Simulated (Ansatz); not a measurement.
# C3H6F2O: one species, many methods

Aim: compute C3H6F2O with functionals from several rungs and with coupled cluster, and see how far each lands from CCSD(T) at the basis-set limit for the atomisation energy.

The runs use Ansatz 0.2.0, Gaussian basis; functionals in def2-TZVPP, the program's frozen cores in correlated methods.

Plan: LDA (SPW92), PBE-D4, revPBE-D4, BLYP-D4, r2SCAN-D4, B97M-V, PBE0-D4, B3LYP-D4, r2SCANh-D4, r2SCAN0-D4, HSE06-D4, BHLYP-D4, CAM-B3LYP-D4, LC-ωPBE, ωB97X-V, ωB97M-V, B2PLYP, PBE-QIDH; CCSD(T)/def2-SVP; CCSD(T)/def2-TZVPP; MP2/def2-QZVPP; extrapolation to the limit; RPA on PBE.

### Step 1. The relaxed structure

An earlier PBE0-D4 in a triple-zeta def2 set relaxation fixed the geometry.

SMILES `FCCOCF`, 12 atoms, charge 0, spin multiplicity 1.

Atoms are counted from 1 here; the program's logs count them from 0.

Bond lengths: F1–C2 1.380 Å, C2–C3 1.498 Å, C2–H7 1.094 Å, C2–H8 1.094 Å, C3–O4 1.414 Å, C3–H9 1.097 Å, C3–H10 1.099 Å, O4–C5 1.363 Å, C5–F6 1.383 Å, C5–H11 1.091 Å, C5–H12 1.098 Å. Angles: F1–C2–C3 110.7°, F1–C2–H7 108.1°, F1–C2–H8 108.2°, C3–C2–H7 110.5°, C3–C2–H8 109.8°, H7–C2–H8 109.5°, C2–C3–O4 109.0°, C2–C3–H9 109.1°, C2–C3–H10 109.8°, O4–C3–H9 110.5°, O4–C3–H10 110.2°, H9–C3–H10 108.3°, C3–O4–C5 114.5°, O4–C5–F6 111.2°, O4–C5–H11 107.6°, O4–C5–H12 112.0°, F6–C5–H11 107.8°, F6–C5–H12 106.3° and more.

As a file:

```
F     0.9559   -1.8339   -1.3142
C     0.0178   -1.7568   -0.3055
C     0.0865   -0.4274    0.3822
O    -0.4030    0.5695   -0.4924
C    -0.1197    1.8465   -0.1087
F    -0.8340    2.1989    1.0222
H    -0.9704   -1.9077   -0.7489
H     0.2221   -2.5565    0.4130
H    -0.5176   -0.4652    1.2965
H     1.1252   -0.2070    0.6638
H    -0.4271    2.5097   -0.9184
H     0.9414    1.9749    0.1446
```

### Step 2. LDA

This LDA is Slater exchange with PW92 correlation.

Input file in.yaml:

```yaml
crystal:
  periodic: [false, false, false]
  atoms:
    - {symbol: F, position_ang: [0.955872, -1.833914, -1.314185]}
    - {symbol: C, position_ang: [0.017848, -1.756801, -0.305485]}
    - {symbol: C, position_ang: [0.086461, -0.427371, 0.382216]}
    - {symbol: O, position_ang: [-0.402988, 0.569507, -0.492412]}
    - {symbol: C, position_ang: [-0.119667, 1.846482, -0.108679]}
    - {symbol: F, position_ang: [-0.834035, 2.198885, 1.022203]}
    - {symbol: H, position_ang: [-0.970383, -1.907663, -0.748940]}
    - {symbol: H, position_ang: [0.222068, -2.556521, 0.412984]}
    - {symbol: H, position_ang: [-0.517635, -0.465237, 1.296531]}
    - {symbol: H, position_ang: [1.125152, -0.207038, 0.663804]}
    - {symbol: H, position_ang: [-0.427132, 2.509696, -0.918425]}
    - {symbol: H, position_ang: [0.941439, 1.974875, 0.144588]}
basis:
  gaussian: {orbitals: def2-TZVPP}
hamiltonian: {xc: lda}
output: {orbitals: {seedname: orbitals}}
```

Launch:

```
$ ansatz run in.yaml --threads 4 --pin off --events-out ev --progress --plain --max-ram 10444MiB
```

After this run come: PBE-D4 (GGA); revPBE-D4 (GGA); BLYP-D4 (GGA); r2SCAN-D4 (meta-GGA); B97M-V (meta-GGA); PBE0-D4 (hybrid); B3LYP-D4 (hybrid); r2SCANh-D4 (hybrid); r2SCAN0-D4 (hybrid); HSE06-D4 (hybrid); BHLYP-D4 (hybrid); CAM-B3LYP-D4 (range-separated); LC-ωPBE (range-separated); ωB97X-V (range-separated); ωB97M-V (range-separated); B2PLYP (double hybrid); PBE-QIDH (double hybrid); CCSD(T) in def2-SVP; CCSD(T) in def2-TZVPP; MP2 in def2-QZVPP; RPA on PBE orbitals.

Q: Predict the results of all the runs planned. Wanted: atomisation energy, CCSD(T)/CBS; farthest beyond LDA; mean size of error, GGA; mean size of error, meta-GGA; mean size of error, hybrid; mean size of error, range-separated; mean size of error, double hybrid; gap, smallest and largest; T1 diagnostic.

As calculated:

```
                               quantity                                                                                          value
        atomisation energy, CCSD(T)/CBS                                                                                  4677.9 kJ/mol
 functionals within 23.4 kJ/mol (0.5 %)  revPBE-D4, BLYP-D4, r2SCAN-D4, B97M-V, PBE0-D4, B3LYP-D4, HSE06-D4, LC-ωPBE, ωB97X-V, ωB97M-V
                    farthest beyond LDA                                                                       BHLYP-D4 (-184.2 kJ/mol)
                mean size of error, GGA                                                                                    50.2 kJ/mol
           mean size of error, meta-GGA                                                                                    10.8 kJ/mol
             mean size of error, hybrid                                                                                    57.1 kJ/mol
    mean size of error, range-separated                                                                                    17.5 kJ/mol
      mean size of error, double hybrid                                                                                    38.4 kJ/mol
              gap, smallest and largest                                                          7.50 eV (BLYP-D4), 14.95 eV (LC-ωPBE)
                          T1 diagnostic                                                                                         0.0113
triples share of the correlation energy                                                                                          3.3 %
```

What this shows: The LDA atomisation energy is off by 800.6 kJ/mol (17 %): it overbinds. PBE-D4 misses by +139.3 kJ/mol. Double hybrids carry the basis error of their MP2 part in triple zeta, and no dispersion term here, so their miss is partly the set-up's. The rungs meta-GGA, range-separated miss on average by less than the doubt on the reference (23.4 kJ/mol), so they tie. The reference freezes the cores and leaves out relativity and excitations past (T), so misses under about 23.4 kJ/mol can't be ranked. Hartree-Fock recovers 71 % of the binding; the rest is correlation. CCSD(T) in def2-SVP is off by -221.5 kJ/mol, worse than the median functional, from the basis alone. Orbital gaps span 7.5 to 15.0 eV; exact exchange widens them.
